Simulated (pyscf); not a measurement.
A first-order saddle from PySCF, ωB97X-D3(BJ)/def2-SVP:

```xyz
8

In    -1.1971    -0.4948    -0.3748
C      0.6785     0.3846    -1.0794
H      1.0493     1.0950    -0.3229
H      0.5391     0.9106    -2.0355
H      1.4246    -0.4152    -1.2147
O     -1.7510    -1.1614     1.4723
H     -1.3175    -1.9238     2.1251
H     -1.2247    -1.4518     3.0133
```

Surface: singlet, charge 0. Lowest wavenumbers (cm⁻¹): 1346i, 27, 98, 231, 333.

Task: What reaction is this the transition state of?

Result: H₃C–In (SMILES [CH3][In]) [singlet] + H₂O (SMILES O) ⇌ H₃C–In=O (SMILES [CH3][In]=[O]) + H₂ (SMILES [H][H]), a concerted two-bond exchange read from left to right: H–O, H–O broken and In–O, H–H formed. At ωB97M-D3(BJ)/def2-TZVP it lies +373.0 kJ/mol from the left side and +192.9 kJ/mol from the right (each side as separated species at their lowest minima found). On the reactant side the descent ends in a bound adduct, 36.0 kJ/mol under the separated species and 409.4 kJ/mol under the saddle at ωB97X-D3(BJ)/def2-TZVP. The same reactants have a lower exit, to HO–In [singlet] + CH₄ (barrier +20.7 kJ/mol at ωB97M-D3(BJ)/def2-TZVP, against +373.0 kJ/mol here). This is the saddle that the search found; another between the same sides may lie lower. One closed-shell reference is unstable to symmetry breaking; treat the single-reference values with care. Elements past Kr carry the def2 core potentials, without spin-orbit coupling.
